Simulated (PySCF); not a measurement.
**From r²SCAN to CCSD(T): MH along the second period**

r²SCAN and CCSD(T) in PySCF with def2-TZVPPD on every atom, for the lowest determinant that a PBE0 search found; no spin–orbit coupling.

| molecule | state (unpaired electrons) | r²SCAN Re (Å) | r²SCAN ωe (cm⁻¹) | r²SCAN De (eV) | CCSD(T) Re (Å) | CCSD(T) ωe (cm⁻¹) | CCSD(T) De (eV) |
| --- | --- | --- | --- | --- | --- | --- | --- |
| BH | singlet (closed shell) | 1.241 | 2304 | 3.44 | 1.234 | 2357 | 3.62 |
| CH | doublet (π ↑) | 1.126 | 2813 | 3.53 | 1.121 | 2849 | 3.55 |
| NH | triplet (π ↑↑) | 1.041 | 3259 | 3.65 | 1.039 | 3273 | 3.47 |
| OH | doublet (π ↑) | 0.973 | 3717 | 4.71 | ? | ? | ? |
| HF | singlet (closed shell) | 0.921 | 4085 | 6.00 | 0.919 | 4124 | 6.02 |

(1) Estimate the CCSD(T) values of OH by adding the mean shift from r²SCAN to CCSD(T) of the other rows, and compare with the calculation.

(2) What are the mean differences of r²SCAN from CCSD(T) over the whole series?

In a basis of this size CCSD(T) is itself not converged; it tends to give bonds that are too long and too weak.

Correlated steps freeze 1 core orbital. Where the molecule has an RHF reference, its open-shell atoms are computed with UHF. States were picked by a PBE0 search and need not be the measured ground states.

Results:

(1) The mean shifts are -0.4 pm, +36 cm⁻¹ and +0.01 eV, which give 0.969 Å, 3752 cm⁻¹ and 4.72 eV. CCSD(T)/def2-TZVPPD gives Re = 0.972 Å, ωe = 3731 cm⁻¹, De = 4.52 eV.

(2) Re +0.3 pm, ωe -31 cm⁻¹, De +0.03 eV.
